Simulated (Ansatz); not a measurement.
**SiH3+ (singlet): the correlation ladder at distance Si1–H3 = 1.161 Å, cc-pVDZ**

The task here is to estimate one member of a computed series from the others.

The runs use Ansatz 0.2.0, Gaussian basis; cc-pVDZ, core rule «outside noble gas», up to 5 orbitals frozen.

To be run: UHF; CCSD(T) on RHF; BCCD(T) on RHF; CISD; CCSDT(Q) on RHF; CCSDTQ on RHF; CASSCF and MRCISD+Q, 2 electrons in 2 orbitals; CASSCF and NEVPT2, 2 electrons in 2 orbitals; Full CI.

26 further runs of the same task are left out: 6 for a known fault of the program, 1 for a mislabelled method, 15 that didn't finish, 4 set aside as unsound or not needed.

## The system

The geometry derives from a PBE0/def2-TZVP stationary point (not a proven minimum). One bond is set to the value named and the two fragments are kept rigid.

4 atoms, charge 1, spin multiplicity 1.

Atoms are counted from 1 here; the program's logs count them from 0.

Bond lengths: Si1–H2 1.472 Å, Si1–H3 1.161 Å, Si1–H4 1.472 Å. Angles: H2–Si1–H3 120.0°, H2–Si1–H4 120.0°, H3–Si1–H4 120.0°.

Set-up of the first run:

Contents of in.yaml:

```yaml
crystal:
  periodic: [false, false, false]
  atoms:
    - {symbol: Si, position_ang: [-0.005122, 0.008678, -0.000020]}
    - {symbol: H, position_ang: [1.466820, 0.022904, -0.000116]}
    - {symbol: H, position_ang: [-0.595313, 1.008473, -0.002311]}
    - {symbol: H, position_ang: [-0.728774, -1.273172, 0.002981]}
basis:
  gaussian: {orbitals: cc-pVDZ}
total_charge: 1
magnetization: {spin_polarized: true, initial_magnetization: 0}
hamiltonian: {xc: hf}
output: {orbitals: {seedname: orbitals}}
```

Command:

```bash
ansatz run in.yaml --threads 1 --pin off --events-out ev --progress --plain --max-ram 2393MiB
```

Among the steps run: UHF; CCSD(T) on RHF; BCCD(T) on RHF; CISD; CCSDT(Q) on RHF; CCSDTQ on RHF; CASSCF and MRCISD+Q, 2 electrons in 2 orbitals; CASSCF and NEVPT2, 2 electrons in 2 orbitals; Full CI.

One table of the session follows, with a row left open; its other results are not shown here.

```
       method  from FCI (meV)
          RHF         +2981.8
         RMP2          +714.9
         CISD          +138.1
        RCCSD           +48.2
     RCCSD(T)               ?
      BCCD(T)           +11.5
       RCCSDT            +1.0
    RCCSDT(Q)            +0.2
      RCCSDTQ             0.0
  CASSCF pair         +2592.0
  NEVPT2 pair          +706.9
  MRCISD pair          +102.8
MRCISD+Q pair           -19.7
          FCI               0
```

Estimate the missing values for RCCSD(T).

**Answer.** from FCI (meV): +11.6. In the column «from FCI (meV)» it lies between BCCD(T) (+11.5) and RCCSD (+48.2).

Caveats from the session: MRCISD+Q pair falls below full CI: the +Q correction isn't variational, and the cores differ from full CI's.
